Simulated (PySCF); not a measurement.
Match the calculated data to a structure.

All candidates are C3H5Cl.

| technique | computed result |
| --- | --- |
| Dipole | 2.09 D [PBE0/pcSseg-1] |
| Rotational structure | rotational constants A, B, C: 20.429, 2.894, 2.789 GHz [GFN2-xTB] |
| 1H NMR | chemical shifts (computed TMS as zero) by class: 6.26 (1 H), 5.59 (1 H), 5.48 (1 H), 4.10 (2 H) ppm [GIAO PBE0/pcSseg-1] |
| NMR, other nuclei | isotropic shieldings of nuclei other than C and H, by class: 821 (1 Cl) ppm [GIAO PBE0/pcSseg-1] |
| 13C NMR | chemical shifts (computed TMS as zero) by class: 144.1 (1 C), 125.8 (1 C), 53.0 (1 C) ppm [GIAO PBE0/pcSseg-1] |

The electronic properties come from PySCF, for the isolated species, density fitting. Levels stand in brackets. The structure is a single GFN2-xTB conformer in the gas phase; no vibrational or solvent corrections. Each NMR value is the plain mean over a class of atoms that symmetry, rotation or inversion makes alike.

Task: Which candidate is it?
A. `C=CCCl`
B. `C/C=C/Cl`
C. `ClC1CC1`

Result: A. It is `C=CCCl`. Numbering: `[CH2:1]=[CH:2][CH2:3][Cl:4]`. Its formula, C3H5Cl, gives 1 degree of unsaturation: 0 rings and 1 π bond in the structure found. 3 carbons fall into 3 classes; from least to most shielded: alkene CH carbon [C2] (144.1 ppm), terminal =CH2 carbon [C1] (125.8 ppm), sp3 C–Cl carbon [C3] (53.0 ppm). Hydrogen classes from least to most shielded: 1 H on an alkene CH carbon, C2 (6.26 ppm), 1 H on a terminal =CH2 carbon, C1 (5.59 ppm), 1 H on a terminal =CH2 carbon, C1 (5.48 ppm), 2 H on an sp3 C–Cl carbon, C3 (4.10 ppm). The other shieldings belong to: 821 ppm, alkyl chlorine [Cl4]. The optimised geometry has point group C1 and is an asymmetric top.

The others, at the same levels:
- `C/C=C/Cl` fails: its computed 13C shifts are 137.6 (1 C), 130.3 (1 C), 19.9 (1 C) ppm, 1H shifts are 6.11 (1 H), 6.06 (1 H), 1.89 (3 H) ppm and rotational constant A is 42.015 GHz (against 20.429 GHz).
- `ClC1CC1` fails: it has 2 carbon classes against 3; its computed 13C shifts are 33.8 (1 C), 11.5 (2 C) ppm, 1H shifts are 2.89 (1 H), 0.82 (2 H), 0.70 (2 H) ppm and rotational constant A is 16.776 GHz (against 20.429 GHz).

Each candidate is one conformer, not necessarily the lowest. Dipoles, sizes and rotational constants follow the conformer. The torsions of the flexible species, by atom-mapped SMILES:
- `[CH2:1]=[CH:2][CH2:3][Cl:4]`: C1–C2–C3–Cl4 -114°
